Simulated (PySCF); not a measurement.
H3Si, SMILES [SiH3], multiplicity 2. The structure is a stationary point at PBE-D3(BJ)/def2-TZVPD. The isomer is the one that the SMILES or the coordinates give; other isomers of the formula were not compared.

Computed equilibrium geometry at PBE-D3(BJ)/def2-TZVPD (PySCF confirms it by a frequency run) as bond lengths and angles, and its point group:
point group C3v.
Atoms: Si1 H2 H3 H4. Bonded distances (Å): Si1–H2 1.496, Si1–H3 1.496, Si1–H4 1.496. Angles (°): H2–Si1–H3 111.2, H2–Si1–H4 111.2, H3–Si1–H4 111.2.
Charge 0, spin multiplicity 2.
